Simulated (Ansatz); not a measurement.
Candidates: black phosphorus, CdCl2 (R-3m, No. 166), hexagonal BN, GaS (P6₃/mmc, No. 194), AlCl3 (C2/m, No. 12). Level: HSE06 (Ansatz, a first-principles code, PAW).

Ansatz's runs of these crystals have no spin polarisation.

Density-functional gaps are differences of (generalised) Kohn–Sham levels.

Measured gaps can lie in another order.

Levels without +SOC have no spin–orbit coupling; where heavier elements are present it shifts gaps, mostly down, and can invert bands. Cells: HSE06 at the measured cell for 4 of them, at the measured cell (atoms relaxed with PBEsol) for 1 of them. Ansatz's density-functional and Hartree–Fock values are scalar-relativistic unless marked +SOC, with PAW data made under PBE.

Q: Which of them have a computed band gap between 1.2 and 5.2 eV?

A: CdCl2 (R-3m, No. 166), GaS (P6₃/mmc, No. 194). The values: black phosphorus 0.13 eV; CdCl2 (R-3m, No. 166) 4.80 eV; hexagonal BN 5.54 eV; GaS (P6₃/mmc, No. 194) 2.28 eV; AlCl3 (C2/m, No. 12) 6.69 eV.
